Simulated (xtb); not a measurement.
hydrogen peroxide (H2O2), singlet, geometry from GFN2-xTB; GFN1-xTB run with xtb.

The xtb input:
```
$ xtb mol.xyz --gfn 1 --chrg 0 --uhf 0 --json

# file mol.xyz
4

O     -0.02311961     0.70996455    -0.01256427
O      0.02311961    -0.70996455     0.01256427
H      0.91389752     0.94248526    -0.03262698
H     -0.91389752    -0.94248526     0.03262698
```

### Question
Predict the main parts of the log of this xtb run.

### Answer

```
   ID    Z sym.   atoms
    1    8 O      1, 2
    2    1 H      3, 4

           -------------------------------------------------
          |                Calculation Setup                |
           -------------------------------------------------

           -------------------------------------------------
          |                 G F N 1 - x T B                 |
           -------------------------------------------------

          ...................................................
          :                      SETUP                      :
          :.................................................:
          :  # basis functions                  12          :
          :  # atomic orbitals                  12          :
          :  # shells                            8          :
          :  # electrons                        14          :
          :  # halogen bonds                     0          :
          :  max. iterations                   250          :
          :  Hamiltonian                  GFN1-xTB          :
          :  restarted?                      false          :
          :  GBSA solvation                  false          :
          :  PC potential                    false          :
          :  electronic temp.          300.0000000     K    :
          :  accuracy                    1.0000000          :
          :  -> integral cutoff          0.2500000E+02      :
          :  -> integral neglect         0.1000000E-07      :
          :  -> SCF convergence          0.1000000E-05 Eh   :
          :  -> wf. convergence          0.2000000E-04 e    :
          :  Broyden damping             0.4000000          :
          :  net charge                          0          :
          :  unpaired electrons                  0          :
          ...................................................

 iter      E             dE          RMSdq      gap      omega  full diag
   1    -10.3917184 -0.103917E+02  0.441E+00    8.64       0.0  T
   2    -10.3930693 -0.135093E-02  0.255E+00    8.50       1.0  T
   3    -10.3932810 -0.211671E-03  0.201E-01    8.34       1.0  T
   4    -10.3933265 -0.455325E-04  0.363E-03    8.39      13.8  T
   5    -10.3933265 -0.157027E-07  0.284E-06    8.39   17616.9  T
   6    -10.3933265  0.177636E-14  0.103E-07    8.39  100000.0  T

   *** convergence criteria satisfied after 6 iterations ***

         :::::::::::::::::::::::::::::::::::::::::::::::::::::
         ::                     SUMMARY                     ::
         :::::::::::::::::::::::::::::::::::::::::::::::::::::
         :: total energy             -10.356828208612 Eh    ::
         :: gradient norm              0.013326587612 Eh/a0 ::
         :: HOMO-LUMO gap              8.387107385488 eV    ::
         ::.................................................::
         :: SCC energy               -10.393326522369 Eh    ::
         :: -> electrostatic           0.044338144782 Eh    ::
         :: repulsion energy           0.036816180564 Eh    ::
         :: dispersion energy         -0.000317866808 Eh    ::
         :: halogen bond corr.         0.000000000000 Eh    ::
         :: add. restraining           0.000000000000 Eh    ::
         :: total charge               0.000000000000 e     ::
         :::::::::::::::::::::::::::::::::::::::::::::::::::::

           -------------------------------------------------
          |                Property Printout                |
           -------------------------------------------------

    * Orbital Energies and Occupations

         #    Occupation            Energy/Eh            Energy/eV
      -------------------------------------------------------------
         1        2.0000           -0.8401701             -22.8622
         2        2.0000           -0.7662339             -20.8503
         3        2.0000           -0.6538633             -17.7925
         4        2.0000           -0.6510531             -17.7161
         5        2.0000           -0.6059190             -16.4879
         6        2.0000           -0.5428009             -14.7704
         7        2.0000           -0.4654465             -12.6654 (HOMO)
         8                         -0.1572260              -4.2783 (LUMO)
         9                         -0.1219924              -3.3196
        10                         -0.0774550              -2.1077
        11                          0.3539522               9.6315
        12                          0.3590116               9.7692
      -------------------------------------------------------------
                  HL-Gap            0.3082205 Eh            8.3871 eV
             Fermi-level           -0.3113363 Eh           -8.4719 eV

  Mulliken/CM5 charges         n(s)   n(p)   n(d)
     1O    -0.36512 -0.54716   1.718  4.647  0.000
     2O    -0.36512 -0.54716   1.718  4.647  0.000
     3H     0.36512  0.54716   0.635  0.000  0.000
     4H     0.36512  0.54716   0.635  0.000  0.000

Wiberg/Mayer (AO) data.
largest (>0.10) Wiberg bond orders for each atom

 ---------------------------------------------------------------------------
     #   Z sym  total        # sym  WBO       # sym  WBO       # sym  WBO
 ---------------------------------------------------------------------------
     1   8 O    1.885 --     2 O    1.006     3 H    0.868
     2   8 O    1.885 --     1 O    1.006     4 H    0.868
     3   1 H    0.883 --     1 O    0.868
     4   1 H    0.883 --     2 O    0.868
 ---------------------------------------------------------------------------

Topologies differ in total number of bonds
Writing topology from bond orders to xtbtopo.mol

 dipole moment from electron density (au)
     X       Y       Z
  -0.0000  -0.0000  -0.0000  total (Debye):    0.000

           -------------------------------------------------
          | TOTAL ENERGY              -10.356828208612 Eh   |
          | GRADIENT NORM               0.013326587612 Eh/α |
          | HOMO-LUMO GAP               8.387107385488 eV   |
           -------------------------------------------------

normal termination of xtb
```
